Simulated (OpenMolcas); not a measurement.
Potential curves of LiH⁺: spin–orbit levels

Computed with OpenMolcas 26.06: state-averaged CASSCF(1,5) over Li 2s 2p, H 1s, XMS-CASPT2 (IPEA 0.25, imaginary shift 0.2 hartree), scalar X2C, ANO-RCC-VTZP, then RASSI spin–orbit state interaction with atomic mean-field integrals. C2 symmetry about the axis (a holds Σ, Δ, Γ; b holds Π, Φ, H; Σ⁺ and Σ⁻ are not told apart); roots by multiplicity and irrep: 2a 1.

XMS-CASPT2 energies with spin–orbit state interaction in eV from the lowest point. Curves are followed by energy order within each symmetry, so they are adiabatic and may change character at avoided crossings.

```tsv
R (Å)	(1)Ω=1/2
1.877	0.070
1.986	0.030
2.085	0.010
2.183	0.001
2.292	0.000
2.401	0.004
2.554	0.015
2.751	0.033
3.056	0.059
3.493	0.084
4.148	0.104
5.021	0.114
```

(1) With masses 7.016 and 1.008 u, fit the curves (1)Ω=1/2 near their minima.

Only roots inside an energy window near the equilibrium distance were included, so the list of states is not complete; labels number the states computed. Each spin and symmetry block has orbitals of its own, averaged over its own roots, so gaps between blocks are less sure than gaps within one and near the minimum can be off by tenths of an eV, in bad cases by more. No Rydberg orbitals are active, so Rydberg states, and σ→σ* states whose orbital the CASSCF left unused, can be missing between those listed. At stretched bonds a block can hold a wrong CASSCF solution and miss its lowest state; points past a visible jump are left out. No roots were computed in block 2b (none fell in the window or the block failed), so states of that kind are missing and can lie low or lowest. Points that failed a check (symmetry, reference weights, a jump) are left out.

Results:

(1) At XMS-CASPT2 with spin–orbit state interaction, Te from the lowest curve (the fit fixes ωe to a per cent or two; the method's Re and ωe can be off by some per cent):

```tsv
curve	Te (cm⁻¹)	Re (Å)	ωe (cm⁻¹)
(1)Ω=1/2	0	2.259	409.7
```
